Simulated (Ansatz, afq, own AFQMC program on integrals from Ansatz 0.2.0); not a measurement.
## CH2Al, doublet: a scan with AFQMC

```
atom   x (Å)    y (Å)    z (Å)
  Al  0.0000  -0.1078   0.5675
   C  0.0000   0.1965  -1.2432
   H  0.0000   0.8566   1.8248
   H  0.0000  -0.3133  -2.2039
```

The angle C2–Al1–H3 is changed with bond lengths fixed. Energies in eV count from this geometry (132.972 °) at the same level; the start stands on ROHF, each point on the determinant named.

Basis cc-pVDZ. Noble-gas cores (and the filled d shells of Ga–Kr and In–Xe) are frozen. AFQMC by an in-house program on the Cholesky factors that Ansatz 0.2.0 writes for its CCSD(T) run. ph-AFQMC/CISD is guided by a CISD state made of CCSD amplitudes; releasing the constraint for a short imaginary time cuts its bias at the price of noise, slowly where states lie close. Error bars are statistical, one sigma.

Cautions, each for one point or more: a spin-contaminated unrestricted determinant lies lower; higher spins were not checked; strong correlation.

```
angle C2–Al1–H3 / °  det.     T1  weight     MP2   B3LYP  CCSD(T)
             69.200  ROHF  0.057    0.80   1.394  1.150§    1.214
             88.000  ROHF  0.063    0.78   0.838  0.591§    0.616
            106.700  ROHF  0.057    0.79   0.351  0.196§    0.203
            122.900  ROHF  0.048    0.81   0.090  0.034§    0.033
            141.100  ROHF  0.040    0.84  -0.035  0.002§    0.007
            156.300  ROHF  0.036    0.85  -0.021   0.062    0.087
            180.000  ROHF  0.034    0.86   0.187   0.290    0.350
```

(1) Estimate the curve of CCSDT(Q), counted from the same start.

## Answers

(1) 
| angle C2–Al1–H3 / ° | det. | T1 | weight | CCSDT(Q) | ph-AFQMC/CISD |
| --- | --- | --- | --- | --- | --- |
| 69.200 | ROHF | 0.057 | 0.80 | 1.211 | 1.212 ± 0.028 |
| 88.000 | ROHF | 0.063 | 0.78 | 0.613 | 0.580 ± 0.030 |
| 106.700 | ROHF | 0.057 | 0.79 | 0.200 | 0.178 ± 0.029 |
| 122.900 | ROHF | 0.048 | 0.81 | 0.031 | 0.042 ± 0.032 |
| 141.100 | ROHF | 0.040 | 0.84 | 0.009 | -0.023 ± 0.032 |
| 156.300 | ROHF | 0.036 | 0.85 | 0.092 | 0.076 ± 0.028 |
| 180.000 | ROHF | 0.034 | 0.86 | 0.357 | 0.352 ± 0.029 |

Weight is that of the determinant in the CISD state; at the start T1 is 0.043 and the weight 0.83. § marks a functional whose ⟨S²⟩ is too high by over 0.1 (B3LYP at the start too). Largest departures from CCSDT(Q), at the points where its series has closed: CCSD(T) -0.007 eV at 180.000 (on ROHF), ph-AFQMC/CISD -0.033 eV at 88.000 (on ROHF) (within the noise), MP2 0.226 eV at 88.000 (on ROHF). The functionals aren't scored here. In this small basis the wave-function levels are far from their limit, so their gap to the functionals isn't the functionals' error. In total energy ph-AFQMC/CISD lies 70 ± 23 meV above CCSDT(Q) at the start, so its agreement along the curve rests in part on cancellation.

CCSDT and higher add their correlation energy to the determinant of the CCSD(T) run, since their own runs factorise the integrals more tightly (a shift of under 2 meV). A walk keeps the symmetry of its determinant, which the program's search chose and which needn't be the lowest solution, so a lower state of the same spin and another symmetry isn't excluded.
